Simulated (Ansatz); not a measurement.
Born–Oppenheimer molecular dynamics of BClH$_{5}$N (8 atoms, charge 0, multiplicity 1). It starts at the highest image of a converged band. Of that band: The profile has 2 maxima (images 3, 6) with wells between them (image 4): this band takes more than one step, which may be the mechanism or a detour left from its start path. Neighbouring images differ by up to 1.3 eV, so the band resolves the path poorly. A vibrational analysis at the climbing image gives one clearly imaginary mode, 663i cm⁻¹: a first-order saddle point.

Computed with RKS PBE-D4/def2-SVP (Ansatz).

| Item | Value |
| --- | --- |
| ensemble | NVE (velocity Verlet) |
| time step | 0.5 fs |
| steps asked | 200 |
| starting velocities drawn for | 300 K |
| seed | 11864 |

First frame:

```xyz
8
Properties=species:S:1:pos:R:3
B -0.107 0.310 -0.016
H 0.014 -0.347 1.169
H 0.990 0.312 -0.521
N -1.281 -0.119 -0.687
H -2.203 -0.076 -0.251
H -1.327 0.005 -1.699
Cl -0.254 2.225 1.036
H -0.132 0.590 1.398
```

How far do the bonds stretch over the last three quarters of this one trajectory? (Pairs bonded in most of those frames.)


```csv
bond,mean (Å),spread (Å),shortest,longest
B1–H3,1.214,0.013,1.18,1.24
B1–N4,1.403,0.033,1.34,1.45
B1–Cl7,1.772,0.067,1.67,1.87
H2–H8,0.782,0.055,0.70,0.85
N4–H5,1.027,0.015,1.00,1.06
N4–H6,1.030,0.017,1.00,1.06
```

Mean temperature of the second half: 1617 K. The conserved energy stayed within 0.36 meV per atom of its start (net change 0.058 meV per atom), so the integration is sound. The kinetic energy rose, since the run started high on the potential surface and went downhill. It ends in pieces (BClH3N + H2), so much of that is their flight and rotation, not heat. A run of 0.1 ps of so small a system gives no equilibrium averages. The orbitals stay closed-shell, which can raise the energy where a bond breaks towards radicals; this wasn't checked here.

Run time: 4.2 min on 1 thread of Arm Neoverse V2, on a shared host, peak memory 0.12 GiB.
